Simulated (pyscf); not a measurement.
Thermochemistry of product channels of H₃C–AlH₂ + ammonia (NH₃) on the singlet surface, in kcal/mol, from ωB97M-D3(BJ)/def2-TZVP energies (ideal gas, 1 atm, RRHO with modes under 100 cm⁻¹ raised to 100, one conformer, R ln 2 for chiral ones without a mode under 150 cm⁻¹). Optimised with ωB97X-D3(BJ)/def2-SVP in PySCF.

| products | ΔE | ΔH(298 K) | ΔG(298 K) | ΔG(1200 K) |
|---|---|---|---|---|
| H₃C–AlH–NH₂ + hydrogen (H₂) | -19.3 | -21.7 | -19.6 | -16.2 |
| methane (CH₄) + H₂N–AlH₂ | [?] | -25.3 | -23.4 | -17.3 |

Q: What belongs in the gaps?

A: 
- methane (CH₄) + H₂N–AlH₂, ΔE: -25.6

These are energies of the channels, which say nothing of barriers.
